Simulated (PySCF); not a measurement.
Gas-phase reaction: 2 AlH3.NH3 + N = 2 AlH3 + 3 NH2

Method: PySCF energies plus ideal-gas RRHO corrections (1 bar). † marks an energy on the PBE0/def2-TZVP geometry and frequencies; other levels use their own. MP2 freezes the core. 6-31G* has spherical d functions here. Open shells (unrestricted): N (multiplicity 4), NH2 (multiplicity 2); the rest are closed-shell singlets. B3LYP is the form with VWN-RPA correlation. Adducts (AlH3.NH3) have no counterpoise correction, and HF, PBE, BLYP, B3LYP and PBE0 lack dispersion. AlH3.NH3, AlH3: computed as isolated molecules; such fragments, hydroxides, amides, oligomers or adducts are transient or little studied in the gas. MP2 isn't extrapolated to the basis-set limit.

```json
[
 {"level": "B3LYP/def2-TZVP†", "ΔH°(298 K), kJ": "345"},
 {"level": "HF/6-31G*", "ΔH°(298 K), kJ": "410"},
 {"level": "M06-2X/def2-TZVP†", "ΔH°(298 K), kJ": "424"},
 {"level": "MP2/def2-TZVPP†", "ΔH°(298 K), kJ": "445"},
 {"level": "PBE/def2-SVP", "ΔH°(298 K), kJ": "(withheld)"},
 {"level": "PBE0/def2-SVP†", "ΔH°(298 K), kJ": "(withheld)"},
 {"level": "PBE0/def2-TZVP", "ΔH°(298 K), kJ": "(withheld)"},
 {"level": "LDA/def2-TZVP†", "ΔH°(298 K), kJ": "(withheld)"},
 {"level": "ωB97M-V/def2-TZVP†", "ΔH°(298 K), kJ": "404"},
 {"level": "ωB97X-V/def2-TZVP†", "ΔH°(298 K), kJ": "395"}
]
```

### Question
What belongs in the gaps?

### Answer

- PBE/def2-SVP, ΔH°(298 K), kJ: 412
- PBE0/def2-SVP†, ΔH°(298 K), kJ: 427
- PBE0/def2-TZVP, ΔH°(298 K), kJ: 382
- LDA/def2-TZVP†, ΔH°(298 K), kJ: 476
